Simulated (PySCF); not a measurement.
Pyrrole, SMILES c1cc[nH]c1 (B3LYP/def2-SVP optimised geometry):

```
10

C      1.083     0.190    -0.001
C      0.659    -1.173     0.000
C     -0.724    -1.173     0.000
N     -1.142     0.135     0.000
C     -0.055     0.974    -0.001
H      2.108     0.555    -0.001
H      1.295    -2.055     0.000
H     -1.437    -1.994     0.000
H     -2.108     0.436     0.001
H     -0.176     2.055    -0.001
```

Computed with B3LYP/def2-TZVP in PySCF.

### Question
What are the frontier orbital energies and the dipole moment?

### Answer
HOMO-2 -10.21 eV, HOMO-1 -6.73 eV, HOMO -5.88 eV, LUMO 0.74 eV, LUMO+1 0.74 eV; dipole moment 1.92 D.

Meta-Löwdin charges at B3LYP/def2-TZVP: C1 -0.19, C2 -0.19, C3 -0.10, N4 -0.16, C5 -0.10, H6 0.12, H7 0.12, H8 0.12, H9 0.25, H10 0.12.
